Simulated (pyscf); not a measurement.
A first-order saddle from PySCF, ωB97X-D3(BJ)/def2-SVP:

```xyz
11

P     -1.7190    -0.9077     1.3408
O     -1.5493     0.6754     0.9073
Si    -0.3076     1.5769    -0.3038
H     -1.9680    -1.4686     0.0462
H     -0.3457    -1.3240     1.3098
H      0.7713     0.6112     0.0531
H     -1.1957     1.2018    -1.4458
H      0.4782     2.7099    -0.9348
O     -0.8545     2.7257     1.0631
H     -1.5069     1.8496     1.3838
H     -1.2011     3.5998     0.8455
```
Charge 0, spin multiplicity 1.

Surface: singlet, charge 0. Lowest wavenumbers (cm⁻¹): 844i, 58, 133, 174, 196.

Question: Which two sides does it connect, and which bonds change?

Answer: `[SiH3][O][PH2]` + `[OH2]` ⇌ `[OH][PH2]` + `[OH][SiH3]`, a four-centre exchange read from left to right: O–Si, H–O broken and H–O, O–Si formed. At ωB97M-D3(BJ)/def2-TZVP it lies +1.03 eV from the left side and +0.95 eV from the right (each side as separated species at their lowest minima found). On the reactant side the descent ends in a complex, 0.18 eV under the separated species and 1.24 eV under the saddle at ωB97X-D3(BJ)/def2-TZVP. On the product side the descent ends in a complex (not fully relaxed), 0.28 eV under the separated species and 1.21 eV under the saddle at ωB97X-D3(BJ)/def2-TZVP. H₃Si–O–PH₂ lies 0.25 eV over its isomer HO–SiH₂–PH₂ (electronic energy, ωB97M-D3(BJ)). One saddle was located; it need not be the lowest between these sides.
